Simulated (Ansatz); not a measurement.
A made-up structure of CH₃Si, doublet:

C1  (-0.294, -0.593, -0.031)
Si2  (0.683, 0.698, -0.562)
H3  (-0.804, -0.537, 0.928)
H4  (-0.451, -1.500, -0.601)
H5  (0.041, -0.740, 0.964)
(Å)

It is relaxed with PBE-D4/def2-SVP and then PBE0-D4/def2-TZVP (Ansatz 0.2.0). Atoms count as bonded within 1.22 times the sum of their covalent radii (H–H: 0.88 Å). The end point is not checked to be a true minimum.

Task: Does its bonding change? (Judge from chemistry; the calculation decides.)

Result: The calculation gives: Yes. Formed: none; broken: H3–H5.

Where it ends: The first stage lowers the energy by 2.48 eV in 8 steps. It ends as CH₃Si ([CH3][Si]):
C1  (-0.270, -0.635, 0.172)
Si2  (0.673, 0.802, -0.610)
H3  (-1.187, -0.354, 0.697)
H4  (-0.471, -1.475, -0.500)
H5  (0.430, -1.008, 0.940)
(Å)

Labels in which every atom is bracketed show which atoms are joined, not bond orders.

For scale, one of the runs: PBE0-D4/def2-TZVP relaxation, 86 basis functions, launched by `ansatz run in.yaml --threads 2 --pin off --events-out ev --progress --plain --max-ram 4352MiB`. Hardware: 2 CPU threads of an Arm Neoverse V2, shared host. Wall time about 13 s.
